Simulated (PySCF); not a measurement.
```tsv
atom	x (Å)	y (Å)	z (Å)
C	-0.0039	1.1062	0.0000
S	-0.0039	-0.6926	0.0000
H	1.0433	1.4271	0.0000
H	-0.4792	1.5084	0.8952
H	-0.4792	1.5084	-0.8952
```

Basis set: cc-pVTZ on H, C; cc-pV(T+d)Z on S (spherical functions). Correlated methods keep 6 orbitals frozen. Charge 1, multiplicity 1.

Starred EOM-CCSD(T)(a) on the restricted Hartree–Fock determinant with PySCF 2.14.0; the energies are vertical.

The solver was asked for the few lowest roots only. Give the electron affinities of singlet CH₃S(+) among them whose weight of singles is over 0.7 (positive where the electron binds).

| root | energy (eV) | weight of singles |
| --- | --- | --- |
| 1 | 10.61 | 0.96 |
| 2 | 3.55 | 0.96 |

Higher main lines weren't sought.
